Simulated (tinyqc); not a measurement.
Worked calculation (part 2 of 2): ROHF in the sto-3g basis, for LiH+, spin multiplicity 2. Computed by tinyqc, a small Python program that keeps every step (integrals from PySCF). Command: `OMP_NUM_THREADS=1 python tinyqc.py 26955 26956 out.jsonl` (the two numbers bound the seeds that draw the settings). One thread of a shared host (Intel(R) Xeon(R) Processor @ 2.60GHz), about 0.07 s of CPU time with the checks.

Geometry (angstrom):
```
atom        x        y        z
Li    0.00000  0.00000  0.00000
H     0.00000  0.00000  2.16600
```

## Iteration 3: Roothaan effective Fock matrix

F(alpha) (hartree), order 1Li 1s, 1Li 2s, 1Li 2px, 1Li 2py, 1Li 2pz, 2H 1s:
$$\begin{pmatrix}
-2.71653 & -0.72619 & 0.00000 & 0.00000 & 0.00072 & -0.06018 \\
-0.72619 & -0.41787 & 0.00000 & 0.00000 & -0.08713 & -0.27989 \\
0.00000 & 0.00000 & -0.09118 & 0.00000 & 0.00000 & 0.00000 \\
0.00000 & 0.00000 & 0.00000 & -0.09118 & 0.00000 & 0.00000 \\
0.00072 & -0.08713 & 0.00000 & 0.00000 & -0.21138 & -0.37009 \\
-0.06018 & -0.27989 & 0.00000 & 0.00000 & -0.37009 & -0.69542
\end{pmatrix}$$

F(beta) (hartree), order 1Li 1s, 1Li 2s, 1Li 2px, 1Li 2py, 1Li 2pz, 2H 1s:
$$\begin{pmatrix}
-2.71405 & -0.72583 & 0.00000 & 0.00000 & 0.00064 & -0.05983 \\
-0.72583 & -0.35989 & 0.00000 & 0.00000 & -0.00755 & -0.11243 \\
0.00000 & 0.00000 & -0.08490 & 0.00000 & 0.00000 & 0.00000 \\
0.00000 & 0.00000 & 0.00000 & -0.08490 & 0.00000 & 0.00000 \\
0.00064 & -0.00755 & 0.00000 & 0.00000 & -0.09954 & -0.12614 \\
-0.05983 & -0.11243 & 0.00000 & 0.00000 & -0.12614 & -0.00966
\end{pmatrix}$$

D(alpha) after iteration 2, order 1Li 1s, 1Li 2s, 1Li 2px, 1Li 2py, 1Li 2pz, 2H 1s:
$$\begin{pmatrix}
0.98938 & 0.01790 & 0.00000 & 0.00000 & -0.01211 & -0.06176 \\
0.01790 & 0.03311 & 0.00000 & 0.00000 & 0.03483 & 0.15295 \\
0.00000 & 0.00000 & 0.00000 & 0.00000 & 0.00000 & 0.00000 \\
0.00000 & 0.00000 & 0.00000 & 0.00000 & 0.00000 & 0.00000 \\
-0.01211 & 0.03483 & 0.00000 & 0.00000 & 0.03762 & 0.16546 \\
-0.06176 & 0.15295 & 0.00000 & 0.00000 & 0.16546 & 0.72785
\end{pmatrix}$$

D(beta) after iteration 2, order 1Li 1s, 1Li 2s, 1Li 2px, 1Li 2py, 1Li 2pz, 2H 1s:
$$\begin{pmatrix}
0.98477 & 0.03007 & 0.00000 & 0.00000 & 0.00105 & -0.00386 \\
0.03007 & 0.00092 & 0.00000 & 0.00000 & 0.00003 & -0.00012 \\
0.00000 & 0.00000 & 0.00000 & 0.00000 & 0.00000 & 0.00000 \\
0.00000 & 0.00000 & 0.00000 & 0.00000 & 0.00000 & 0.00000 \\
0.00105 & 0.00003 & 0.00000 & 0.00000 & 0.00000 & 0.00000 \\
-0.00386 & -0.00012 & 0.00000 & 0.00000 & 0.00000 & 0.00002
\end{pmatrix}$$

overlap S, order 1Li 1s, 1Li 2s, 1Li 2px, 1Li 2py, 1Li 2pz, 2H 1s:
$$\begin{pmatrix}
1.00000 & 0.24114 & 0.00000 & 0.00000 & 0.00000 & 0.01881 \\
0.24114 & 1.00000 & 0.00000 & 0.00000 & 0.00000 & 0.26217 \\
0.00000 & 0.00000 & 1.00000 & 0.00000 & 0.00000 & 0.00000 \\
0.00000 & 0.00000 & 0.00000 & 1.00000 & 0.00000 & 0.00000 \\
0.00000 & 0.00000 & 0.00000 & 0.00000 & 1.00000 & 0.37936 \\
0.01881 & 0.26217 & 0.00000 & 0.00000 & 0.37936 & 1.00000
\end{pmatrix}$$

With projectors Pc = D(beta) S, Po = (D(alpha) - D(beta)) S, Pv = 1 - D(alpha) S, the block xy is Px^T F Py; with Fc = (F(alpha) + F(beta))/2, the blocks are Fc for cc, oo, vv and cv, F(beta) for co and F(alpha) for ov.

effective F (hartree), order 1Li 1s, 1Li 2s, 1Li 2px, 1Li 2py, 1Li 2pz, 2H 1s:
$$\begin{pmatrix}
-2.71530 & -0.72631 & 0.00000 & 0.00000 & 0.00037 & -0.05972 \\
-0.72631 & -0.35738 & 0.00000 & 0.00000 & -0.00914 & -0.16375 \\
0.00000 & 0.00000 & -0.08804 & 0.00000 & 0.00000 & 0.00000 \\
0.00000 & 0.00000 & 0.00000 & -0.08804 & 0.00000 & 0.00000 \\
0.00037 & -0.00914 & 0.00000 & 0.00000 & -0.10962 & -0.21469 \\
-0.05972 & -0.16375 & 0.00000 & 0.00000 & -0.21469 & -0.38876
\end{pmatrix}$$

## Iteration 3: diagonalisation and new density

X, order 1Li 1s, 1Li 2s, 1Li 2px, 1Li 2py, 1Li 2pz, 2H 1s:
$$\begin{pmatrix}
0.29348 & 0.75705 & 0.00000 & 0.00000 & 0.59945 & 0.21442 \\
-0.65588 & -0.59069 & 0.00000 & 0.00000 & 0.47147 & 0.39452 \\
0.00000 & 0.00000 & 0.67037 & 0.74203 & 0.00000 & 0.00000 \\
0.00000 & 0.00000 & 0.74203 & -0.67037 & 0.00000 & 0.00000 \\
-0.73542 & 0.50297 & 0.00000 & 0.00000 & -0.46287 & 0.41857 \\
0.92924 & -0.25795 & 0.00000 & 0.00000 & -0.22287 & 0.54200
\end{pmatrix}$$

Diagonalise F' = X^T F X, C = X C', fill 2 alpha and 1 beta electrons from the bottom; D(s) = C_occ C_occ^T. Each column has its largest component positive (the first on a tie).

F' = X^T F X (hartree):
$$\begin{pmatrix}
-0.05147 & -0.23894 & 0.00000 & 0.00000 & -0.20662 & -0.23839 \\
-0.23894 & -1.05006 & 0.00000 & 0.00000 & -1.12018 & -0.43799 \\
0.00000 & 0.00000 & -0.08804 & 0.00000 & 0.00000 & 0.00000 \\
0.00000 & 0.00000 & 0.00000 & -0.08804 & 0.00000 & 0.00000 \\
-0.20662 & -1.12018 & 0.00000 & 0.00000 & -1.49866 & -0.56266 \\
-0.23839 & -0.43799 & 0.00000 & 0.00000 & -0.56266 & -0.62102
\end{pmatrix}$$

orbital energies (hartree): MO1 -2.71747, MO2 -0.40842, MO3 -0.14924, MO4 -0.08804, MO5 -0.08804, MO6 0.05391

coefficients C, order 1Li 1s, 1Li 2s, 1Li 2px, 1Li 2py, 1Li 2pz, 2H 1s:
$$\begin{pmatrix}
0.99223 & -0.06653 & -0.24941 & 0.00000 & 0.00000 & -0.11587 \\
0.03080 & 0.17295 & 0.93990 & 0.00000 & 0.00000 & 0.49270 \\
0.00000 & 0.00000 & 0.00000 & -0.32974 & 0.94407 & 0.00000 \\
0.00000 & 0.00000 & 0.00000 & 0.94407 & 0.32974 & 0.00000 \\
0.00123 & 0.17815 & -0.41170 & 0.00000 & 0.00000 & 0.99098 \\
-0.00403 & 0.86400 & -0.15808 & 0.00000 & 0.00000 & -0.70850
\end{pmatrix}$$

D(alpha) after iteration 3, order 1Li 1s, 1Li 2s, 1Li 2px, 1Li 2py, 1Li 2pz, 2H 1s:
$$\begin{pmatrix}
0.98894 & 0.01906 & 0.00000 & 0.00000 & -0.01063 & -0.06148 \\
0.01906 & 0.03086 & 0.00000 & 0.00000 & 0.03085 & 0.14931 \\
0.00000 & 0.00000 & 0.00000 & 0.00000 & 0.00000 & 0.00000 \\
0.00000 & 0.00000 & 0.00000 & 0.00000 & 0.00000 & 0.00000 \\
-0.01063 & 0.03085 & 0.00000 & 0.00000 & 0.03174 & 0.15392 \\
-0.06148 & 0.14931 & 0.00000 & 0.00000 & 0.15392 & 0.74651
\end{pmatrix}$$

D(beta) after iteration 3, order 1Li 1s, 1Li 2s, 1Li 2px, 1Li 2py, 1Li 2pz, 2H 1s:
$$\begin{pmatrix}
0.98451 & 0.03056 & 0.00000 & 0.00000 & 0.00122 & -0.00399 \\
0.03056 & 0.00095 & 0.00000 & 0.00000 & 0.00004 & -0.00012 \\
0.00000 & 0.00000 & 0.00000 & 0.00000 & 0.00000 & 0.00000 \\
0.00000 & 0.00000 & 0.00000 & 0.00000 & 0.00000 & 0.00000 \\
0.00122 & 0.00004 & 0.00000 & 0.00000 & 0.00000 & 0.00000 \\
-0.00399 & -0.00012 & 0.00000 & 0.00000 & 0.00000 & 0.00002
\end{pmatrix}$$

Within a degenerate level the vectors are fixed only up to a rotation; this is one choice.

## Iteration 4: building the Fock matrix

core Hamiltonian H = T + V (hartree), order 1Li 1s, 1Li 2s, 1Li 2px, 1Li 2py, 1Li 2pz, 2H 1s:
$$\begin{pmatrix}
-4.65041 & -1.04349 & 0.00000 & 0.00000 & -0.00879 & -0.08380 \\
-1.04349 & -1.33917 & 0.00000 & 0.00000 & -0.08969 & -0.40121 \\
0.00000 & 0.00000 & -1.08933 & 0.00000 & 0.00000 & 0.00000 \\
0.00000 & 0.00000 & 0.00000 & -1.08933 & 0.00000 & 0.00000 \\
-0.00879 & -0.08969 & 0.00000 & 0.00000 & -1.15743 & -0.55141 \\
-0.08380 & -0.40121 & 0.00000 & 0.00000 & -0.55141 & -1.19940
\end{pmatrix}$$

Two-electron integrals (ij|kl) in chemists' order, unique and non-zero (hartree):
```
(11|11) 1.68040   (21|11) 0.26542   (21|21) 0.04994   (22|11) 0.39773
(22|21) 0.09286   (22|22) 0.29056   (31|31) 0.00898   (32|31) 0.01379
(32|32) 0.06418   (33|11) 0.39664   (33|21) 0.09288   (33|22) 0.29050
(33|33) 0.31295   (41|41) 0.00898   (42|41) 0.01379   (42|42) 0.06418
(43|43) 0.01687   (44|11) 0.39664   (44|21) 0.09288   (44|22) 0.29050
(44|33) 0.27921   (44|44) 0.31295   (51|51) 0.00898   (52|51) 0.01379
(52|52) 0.06418   (53|53) 0.01687   (54|54) 0.01687   (55|11) 0.39664
(55|21) 0.09288   (55|22) 0.29050   (55|33) 0.27921   (55|44) 0.27921
(55|55) 0.31295   (61|11) 0.01967   (61|21) 0.00374   (61|22) 0.00718
(61|33) 0.00709   (61|44) 0.00709   (61|51) 0.00049   (61|52) 0.00096
(61|55) 0.00736   (61|61) 0.00031   (62|11) 0.07967   (62|21) 0.01899
(62|22) 0.06749   (62|33) 0.06356   (62|44) 0.06356   (62|51) 0.00292
(62|52) 0.02129   (62|55) 0.07530   (62|61) 0.00174   (62|62) 0.03124
(63|31) 0.00112   (63|32) 0.00610   (63|53) 0.00284   (63|63) 0.00164
(64|41) 0.00112   (64|42) 0.00610   (64|54) 0.00284   (64|64) 0.00164
(65|11) 0.10938   (65|21) 0.02622   (65|22) 0.09569   (65|33) 0.08911
(65|44) 0.08911   (65|51) 0.00449   (65|52) 0.03288   (65|55) 0.10875
(65|61) 0.00245   (65|62) 0.04744   (65|65) 0.07249   (66|11) 0.24425
(66|21) 0.05887   (66|22) 0.23068   (66|33) 0.21136   (66|44) 0.21136
(66|51) 0.00873   (66|52) 0.08340   (66|55) 0.26921   (66|61) 0.00544
(66|62) 0.14070   (66|65) 0.21940   (66|66) 0.77461
```

nuclear repulsion = 0.7329324 hartree

J_ij = sum D_kl (ij|kl) with D = D(alpha) + D(beta), K_ij = sum D_kl (ik|jl) for each spin; F = H + J - K(s); E = tr D H + tr D J / 2 - 0.5 sum_s tr D(s) K(s) + E_nn.

Coulomb J (hartree), order 1Li 1s, 1Li 2s, 1Li 2px, 1Li 2py, 1Li 2pz, 2H 1s:
$$\begin{pmatrix}
3.60496 & 0.59185 & 0.00000 & 0.00000 & 0.00939 & 0.04499 \\
0.59185 & 1.03344 & 0.00000 & 0.00000 & 0.08231 & 0.29364 \\
0.00000 & 0.00000 & 1.01332 & 0.00000 & 0.00000 & 0.00000 \\
0.00000 & 0.00000 & 0.00000 & 1.01332 & 0.00000 & 0.00000 \\
0.00939 & 0.08231 & 0.00000 & 0.00000 & 1.06710 & 0.42684 \\
0.04499 & 0.29364 & 0.00000 & 0.00000 & 0.42684 & 1.19579
\end{pmatrix}$$

exchange K(alpha) (hartree), order 1Li 1s, 1Li 2s, 1Li 2px, 1Li 2py, 1Li 2pz, 2H 1s:
$$\begin{pmatrix}
1.67283 & 0.27499 & 0.00000 & 0.00000 & -0.00006 & 0.02129 \\
0.27499 & 0.11162 & 0.00000 & 0.00000 & 0.07755 & 0.17120 \\
0.00000 & 0.00000 & 0.01570 & 0.00000 & 0.00000 & 0.00000 \\
0.00000 & 0.00000 & 0.00000 & 0.01570 & 0.00000 & 0.00000 \\
-0.00006 & 0.07755 & 0.00000 & 0.00000 & 0.11818 & 0.24311 \\
0.02129 & 0.17120 & 0.00000 & 0.00000 & 0.24311 & 0.69365
\end{pmatrix}$$

exchange K(beta) (hartree), order 1Li 1s, 1Li 2s, 1Li 2px, 1Li 2py, 1Li 2pz, 2H 1s:
$$\begin{pmatrix}
1.67048 & 0.27474 & 0.00000 & 0.00000 & 0.00006 & 0.02108 \\
0.27474 & 0.05495 & 0.00000 & 0.00000 & 0.00001 & 0.00432 \\
0.00000 & 0.00000 & 0.00974 & 0.00000 & 0.00000 & 0.00000 \\
0.00000 & 0.00000 & 0.00000 & 0.00974 & 0.00000 & 0.00000 \\
0.00006 & 0.00001 & 0.00000 & 0.00000 & 0.00970 & 0.00058 \\
0.02108 & 0.00432 & 0.00000 & 0.00000 & 0.00058 & 0.00039
\end{pmatrix}$$

F(alpha) (hartree), order 1Li 1s, 1Li 2s, 1Li 2px, 1Li 2py, 1Li 2pz, 2H 1s:
$$\begin{pmatrix}
-2.71828 & -0.72664 & 0.00000 & 0.00000 & 0.00066 & -0.06010 \\
-0.72664 & -0.41736 & 0.00000 & 0.00000 & -0.08492 & -0.27877 \\
0.00000 & 0.00000 & -0.09171 & 0.00000 & 0.00000 & 0.00000 \\
0.00000 & 0.00000 & 0.00000 & -0.09171 & 0.00000 & 0.00000 \\
0.00066 & -0.08492 & 0.00000 & 0.00000 & -0.20852 & -0.36768 \\
-0.06010 & -0.27877 & 0.00000 & 0.00000 & -0.36768 & -0.69727
\end{pmatrix}$$

F(beta) (hartree), order 1Li 1s, 1Li 2s, 1Li 2px, 1Li 2py, 1Li 2pz, 2H 1s:
$$\begin{pmatrix}
-2.71593 & -0.72639 & 0.00000 & 0.00000 & 0.00054 & -0.05989 \\
-0.72639 & -0.36069 & 0.00000 & 0.00000 & -0.00739 & -0.11188 \\
0.00000 & 0.00000 & -0.08574 & 0.00000 & 0.00000 & 0.00000 \\
0.00000 & 0.00000 & 0.00000 & -0.08574 & 0.00000 & 0.00000 \\
0.00054 & -0.00739 & 0.00000 & 0.00000 & -0.10004 & -0.12516 \\
-0.05989 & -0.11188 & 0.00000 & 0.00000 & -0.12516 & -0.00400
\end{pmatrix}$$

total energy of this density = -7.6209677 hartree

## Iteration 4: Roothaan effective Fock matrix

As before.

effective F (hartree), order 1Li 1s, 1Li 2s, 1Li 2px, 1Li 2py, 1Li 2pz, 2H 1s:
$$\begin{pmatrix}
-2.71710 & -0.72688 & 0.00000 & 0.00000 & 0.00022 & -0.05985 \\
-0.72688 & -0.35693 & 0.00000 & 0.00000 & -0.00820 & -0.16116 \\
0.00000 & 0.00000 & -0.08873 & 0.00000 & 0.00000 & 0.00000 \\
0.00000 & 0.00000 & 0.00000 & -0.08873 & 0.00000 & 0.00000 \\
0.00022 & -0.00820 & 0.00000 & 0.00000 & -0.10998 & -0.21251 \\
-0.05985 & -0.16116 & 0.00000 & 0.00000 & -0.21251 & -0.38460
\end{pmatrix}$$

## Iteration 4: diagonalisation and new density

As before.

F' = X^T F X (hartree):
$$\begin{pmatrix}
-0.05306 & -0.23913 & 0.00000 & 0.00000 & -0.20700 & -0.23697 \\
-0.23913 & -1.05064 & 0.00000 & 0.00000 & -1.12023 & -0.44003 \\
0.00000 & 0.00000 & -0.08873 & 0.00000 & 0.00000 & 0.00000 \\
0.00000 & 0.00000 & 0.00000 & -0.08873 & 0.00000 & 0.00000 \\
-0.20700 & -1.12023 & 0.00000 & 0.00000 & -1.49978 & -0.56379 \\
-0.23697 & -0.44003 & 0.00000 & 0.00000 & -0.56379 & -0.61762
\end{pmatrix}$$

orbital energies (hartree): MO1 -2.71928, MO2 -0.40379, MO3 -0.14990, MO4 -0.08873, MO5 -0.08873, MO6 0.05185

coefficients C, order 1Li 1s, 1Li 2s, 1Li 2px, 1Li 2py, 1Li 2pz, 2H 1s:
$$\begin{pmatrix}
0.99222 & -0.06567 & -0.24966 & 0.00000 & 0.00000 & -0.11588 \\
0.03084 & 0.16962 & 0.94059 & 0.00000 & 0.00000 & 0.49253 \\
0.00000 & 0.00000 & 0.00000 & -0.39892 & 0.91699 & 0.00000 \\
0.00000 & 0.00000 & 0.00000 & 0.91699 & 0.39892 & 0.00000 \\
0.00128 & 0.17940 & -0.41087 & 0.00000 & 0.00000 & 0.99110 \\
-0.00404 & 0.86467 & -0.15525 & 0.00000 & 0.00000 & -0.70831
\end{pmatrix}$$

D(alpha) after iteration 4, order 1Li 1s, 1Li 2s, 1Li 2px, 1Li 2py, 1Li 2pz, 2H 1s:
$$\begin{pmatrix}
0.98881 & 0.01946 & 0.00000 & 0.00000 & -0.01051 & -0.06080 \\
0.01946 & 0.02972 & 0.00000 & 0.00000 & 0.03047 & 0.14654 \\
0.00000 & 0.00000 & 0.00000 & 0.00000 & 0.00000 & 0.00000 \\
0.00000 & 0.00000 & 0.00000 & 0.00000 & 0.00000 & 0.00000 \\
-0.01051 & 0.03047 & 0.00000 & 0.00000 & 0.03218 & 0.15511 \\
-0.06080 & 0.14654 & 0.00000 & 0.00000 & 0.15511 & 0.74766
\end{pmatrix}$$

D(beta) after iteration 4, order 1Li 1s, 1Li 2s, 1Li 2px, 1Li 2py, 1Li 2pz, 2H 1s:
$$\begin{pmatrix}
0.98450 & 0.03060 & 0.00000 & 0.00000 & 0.00127 & -0.00401 \\
0.03060 & 0.00095 & 0.00000 & 0.00000 & 0.00004 & -0.00012 \\
0.00000 & 0.00000 & 0.00000 & 0.00000 & 0.00000 & 0.00000 \\
0.00000 & 0.00000 & 0.00000 & 0.00000 & 0.00000 & 0.00000 \\
0.00127 & 0.00004 & 0.00000 & 0.00000 & 0.00000 & -0.00001 \\
-0.00401 & -0.00012 & 0.00000 & 0.00000 & -0.00001 & 0.00002
\end{pmatrix}$$

Within a degenerate level the vectors are fixed only up to a rotation; this is one choice.

## Iteration 15 (converged): orbitals

converged F (hartree), order 1Li 1s, 1Li 2s, 1Li 2px, 1Li 2py, 1Li 2pz, 2H 1s:
$$\begin{pmatrix}
-2.71723 & -0.72691 & 0.00000 & 0.00000 & 0.00020 & -0.05985 \\
-0.72691 & -0.35724 & 0.00000 & 0.00000 & -0.00819 & -0.16122 \\
0.00000 & 0.00000 & -0.08876 & 0.00000 & 0.00000 & 0.00000 \\
0.00000 & 0.00000 & 0.00000 & -0.08876 & 0.00000 & 0.00000 \\
0.00020 & -0.00819 & 0.00000 & 0.00000 & -0.10963 & -0.21213 \\
-0.05985 & -0.16122 & 0.00000 & 0.00000 & -0.21213 & -0.38428
\end{pmatrix}$$

As before.

F' = X^T F X (hartree):
$$\begin{pmatrix}
-0.05315 & -0.23918 & 0.00000 & 0.00000 & -0.20699 & -0.23685 \\
-0.23918 & -1.05081 & 0.00000 & 0.00000 & -1.12026 & -0.43988 \\
0.00000 & 0.00000 & -0.08876 & 0.00000 & 0.00000 & 0.00000 \\
0.00000 & 0.00000 & 0.00000 & -0.08876 & 0.00000 & 0.00000 \\
-0.20699 & -1.12026 & 0.00000 & 0.00000 & -1.49973 & -0.56413 \\
-0.23685 & -0.43988 & 0.00000 & 0.00000 & -0.56413 & -0.61738
\end{pmatrix}$$

orbital energies (hartree): MO1 -2.71940, MO2 -0.40344, MO3 -0.15004, MO4 -0.08876, MO5 -0.08876, MO6 0.05181

coefficients C, order 1Li 1s, 1Li 2s, 1Li 2px, 1Li 2py, 1Li 2pz, 2H 1s:
$$\begin{pmatrix}
0.99222 & -0.06595 & -0.24967 & 0.00000 & 0.00000 & -0.11572 \\
0.03084 & 0.17063 & 0.94074 & 0.00000 & 0.00000 & 0.49190 \\
0.00000 & 0.00000 & 0.00000 & -0.35255 & 0.93579 & 0.00000 \\
0.00000 & 0.00000 & 0.00000 & 0.93579 & 0.35255 & 0.00000 \\
0.00129 & 0.17868 & -0.41038 & 0.00000 & 0.00000 & 0.99143 \\
-0.00405 & 0.86464 & -0.15679 & 0.00000 & 0.00000 & -0.70800
\end{pmatrix}$$

D(alpha) after iteration 15, order 1Li 1s, 1Li 2s, 1Li 2px, 1Li 2py, 1Li 2pz, 2H 1s:
$$\begin{pmatrix}
0.98884 & 0.01935 & 0.00000 & 0.00000 & -0.01050 & -0.06104 \\
0.01935 & 0.03007 & 0.00000 & 0.00000 & 0.03053 & 0.14741 \\
0.00000 & 0.00000 & 0.00000 & 0.00000 & 0.00000 & 0.00000 \\
0.00000 & 0.00000 & 0.00000 & 0.00000 & 0.00000 & 0.00000 \\
-0.01050 & 0.03053 & 0.00000 & 0.00000 & 0.03193 & 0.15449 \\
-0.06104 & 0.14741 & 0.00000 & 0.00000 & 0.15449 & 0.74762
\end{pmatrix}$$

D(beta) after iteration 15, order 1Li 1s, 1Li 2s, 1Li 2px, 1Li 2py, 1Li 2pz, 2H 1s:
$$\begin{pmatrix}
0.98449 & 0.03060 & 0.00000 & 0.00000 & 0.00128 & -0.00401 \\
0.03060 & 0.00095 & 0.00000 & 0.00000 & 0.00004 & -0.00012 \\
0.00000 & 0.00000 & 0.00000 & 0.00000 & 0.00000 & 0.00000 \\
0.00000 & 0.00000 & 0.00000 & 0.00000 & 0.00000 & 0.00000 \\
0.00128 & 0.00004 & 0.00000 & 0.00000 & 0.00000 & -0.00001 \\
-0.00401 & -0.00012 & 0.00000 & 0.00000 & -0.00001 & 0.00002
\end{pmatrix}$$

Within a degenerate level the vectors are fixed only up to a rotation; this is one choice.

## Convergence

Stop when the energy changes by less than 1e-10 hartree and every element of the error matrix X^T (F D S - S D F) X is below 3e-06.

Course of the cycle:
```
iteration  E (hartree)     change  largest element of the error matrix
1           -7.5332813          -                             1.64e-01
2           -7.6151412  -8.19e-02                             3.92e-02
3           -7.6208554  -5.71e-03                             5.54e-03
4           -7.6209677  -1.12e-04                             6.08e-04
5           -7.6209691  -1.42e-06                             3.61e-04
6           -7.6209695  -3.96e-07                             2.07e-04
7           -7.6209697  -1.39e-07                             1.24e-04
8           -7.6209697  -4.90e-08                             7.32e-05
9           -7.6209697  -1.72e-08                             4.34e-05
10          -7.6209698  -6.06e-09                             2.58e-05
11          -7.6209698  -2.13e-09                             1.53e-05
12          -7.6209698  -7.51e-10                             9.06e-06
13          -7.6209698  -2.64e-10                             5.38e-06
14          -7.6209698  -9.30e-11                             3.19e-06
15          -7.6209698  -3.27e-11                             1.89e-06
```

PySCF ROHF in the same basis = -7.6209698 hartree

Converged in 15 iterations.

## Populations, bond orders and dipole

Mulliken: Z minus the diagonal of D S on the atom; Loewdin: the same with S^(1/2) D S^(1/2); Mayer order: 2 sum_s sum (D(s) S)_ij (D(s) S)_ji over the two atoms.

Charges (e):
```
atom  Mulliken  Loewdin  Mulliken spin
1Li    0.84363  0.80605        0.15618
2H     0.15637  0.19395        0.84382
```

Mayer bond orders:
```
pair    order
2-1   0.26352
```

dipole moment about the origin, x y z (debye): [0.00000, 0.00000, 0.68901]
